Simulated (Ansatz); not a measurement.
Several solutions for singlet MgH₂ in separate pieces

```yaml
atoms:
  - { symbol: H, position_ang: [0.0000, 0.0000, -5.1000] }
  - { symbol: Mg, position_ang: [0.0000, 0.0000, 0.0000] }
  - { symbol: H, position_ang: [0.0000, 0.0000, 5.1000] }
```

Basis set: def2-SVP (spherical functions). Charge 0, multiplicity 1.

UHF was run from several starts with Ansatz (development build ahead of 0.2.0).

| run | program | start | converged | energy (hartree) | <S²> |
| --- | --- | --- | --- | --- | --- |
| A | Ansatz | search for the lowest state | yes | -200.53334 | 1.00 |
| B | Ansatz | atomic start, no search | yes | -200.28653 | 0.00 |
| C | Ansatz | stability test followed | yes | -200.53334 | 1.00 |

Which runs reached the lowest solution of this kind, and what is wrong with the others?

A, C reached the lowest solution found. Converged but too high: B by 6.72 eV. Convergence only shows a stationary point, and even a stable one can lie too high; stability tests and further starts are what find lower ones. Caution: the unrestricted determinant is a mixture of spin states.
